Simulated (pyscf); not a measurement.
H₃C–N(CH₃)–SiH₃ + H₂O → H₃C–NH–CH₃ + HO–SiH₃ (four-centre exchange; singlet surface; N–Si, H–O broken, H–N, O–Si formed). Optimised with ωB97X-D3(BJ)/def2-SVP in PySCF. Energies in kJ/mol from the separated reactants.

```tsv
level	barrier	reaction energy
PBE/def2-TZVP	46.9	-45.1
r²SCAN/def2-TZVP	[?]	-46.7
B3LYP-D3(BJ)/def2-TZVP	61.7	-42.8
M06-2X/def2-TZVP	59.6	-43.7
ωB97M-D3(BJ)/def2-TZVP	59.9	-43.2
HF/def2-TZVP	[?]	[?]
```

Q: Fill in the missing entries.

A: 
- r²SCAN/def2-TZVP, barrier: 49.1
- HF/def2-TZVP, barrier: 138.5
- HF/def2-TZVP, reaction energy: -60.0

The functionals in the table span 14.8 kJ/mol in this barrier, from PBE to B3LYP-D3(BJ). On the reactant side the descent ends in a complex, 23.8 kJ/mol under the separated species and 83.7 kJ/mol under the saddle at ωB97X-D3(BJ)/def2-TZVP. On the product side the descent ends in a bound adduct, 37.1 kJ/mol under the separated species and 135.0 kJ/mol under the saddle at ωB97X-D3(BJ)/def2-TZVP. H₃C–NH–CH₃ lies 32.8 kJ/mol over its isomer H₃C–CH₂–NH₂ (electronic energy, ωB97M-D3(BJ)/def2-TZVP). One saddle was located; it need not be the lowest between these sides.
